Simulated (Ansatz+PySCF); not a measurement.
Values are calculated unless marked as measured or tabulated.
Input for PySCF 2.14.0:

```python
from pyscf import gto, scf, mp

mol = gto.M(atom="""
C 0.000000 -0.378780 -0.048120
O 0.000000 -0.359300 1.061470
N 0.000000 0.625510 -0.785960
H 0.000000 -1.253870 -0.590390
H 0.000000 0.549190 -1.711760
H 0.000000 1.473200 -0.399210
""", basis='def2-svp', charge=0, spin=0)
mf = scf.RHF(mol)
mf.kernel()
pt = mp.MP2(mf, frozen=3).run()
print(mf.e_tot, pt.e_corr, pt.e_tot)
```

The script is written out from the run's settings.

Output:

```
Converged          : yes
Reference energy   : -168.76359 hartree
Correlation energy : -0.46456 hartree
Total energy       : -169.22815 hartree
```
